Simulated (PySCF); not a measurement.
One molecule, one basis, several functionals.

Species: CH2O.
Numbering: `[CH2:1]=[O:2]` (hydrogens: H3, H4 on C1)

PySCF, def2-SVPD basis, density fitting, gas phase, PBE0-D3(BJ)/def2-SVP geometry; singlet excitations by full TDDFT with frozen cores, triplets by Tamm–Dancoff TDDFT and ionisation energies by ΔSCF, from the lowest of the holes tried. One functional is left out:

```json
{"functional": "LDA", "exact exchange (%)": "0", "HOMO energy (eV)": "-6.36", "LUMO energy (eV)": "-2.90", "lowest singlet excitation (eV)": "3.77", "lowest triplet excitation (eV)": "3.17", "dipole moment (D)": "2.283", "mean polarisability (au)": "18.4", "vertical ionisation energy (eV)": "10.96"}
{"functional": "PBE", "exact exchange (%)": "0", "HOMO energy (eV)": "-6.28", "LUMO energy (eV)": "-2.64", "lowest singlet excitation (eV)": "3.90", "lowest triplet excitation (eV)": "3.21", "dipole moment (D)": "2.212", "mean polarisability (au)": "18.2", "vertical ionisation energy (eV)": "10.79"}
{"functional": "B3LYP", "exact exchange (%)": "20", "HOMO energy (eV)": "-7.69", "LUMO energy (eV)": "-1.70", "lowest singlet excitation (eV)": "4.02", "lowest triplet excitation (eV)": "3.36", "dipole moment (D)": "2.389", "mean polarisability (au)": "17.7", "vertical ionisation energy (eV)": "10.94"}
{"functional": "BHandHLYP", "exact exchange (%)": "50", "HOMO energy (eV)": "-9.52", "LUMO energy (eV)": "-0.11", "lowest singlet excitation (eV)": "4.17", "lowest triplet excitation (eV)": "3.51", "dipole moment (D)": "2.582", "mean polarisability (au)": "17.0", "vertical ionisation energy (eV)": "10.77"}
```

Problem. Predict the row of PBE0 (25 % exact exchange) by straight lines through the other rows, and check it.

Solution. 
```tsv
property	line	computed	computed − line	B3LYP (20 %), for comparison
HOMO energy (eV)	-7.94	-7.90	+0.04	-7.69
LUMO energy (eV)	-1.44	-1.38	+0.06	-1.70
lowest singlet excitation (eV)	4.02	4.03	+0.01	4.02
lowest triplet excitation (eV)	3.36	3.32	-0.04	3.36
dipole moment (D)	2.417	2.388	-0.029	2.389
mean polarisability (au)	17.6	17.5	-0.1	17.7
vertical ionisation energy (eV)	10.85	10.84	-0.01	10.94
```

Problem. Which of these properties follows the share of exact exchange most closely, and which least?

Solution. Most closely the HOMO energy, least the vertical ionisation energy; the correlations over the tabulated rows are HOMO energy -0.999, LUMO energy 0.996, mean polarisability -0.989, lowest triplet excitation 0.985, dipole moment 0.983, lowest singlet excitation 0.939, vertical ionisation energy -0.464. The HOMO energy moves by -0.641 eV for every 10 %. Functionals with the same share still differ in their other parts: at 0 % LDA and PBE differ by 0.08 eV in it.
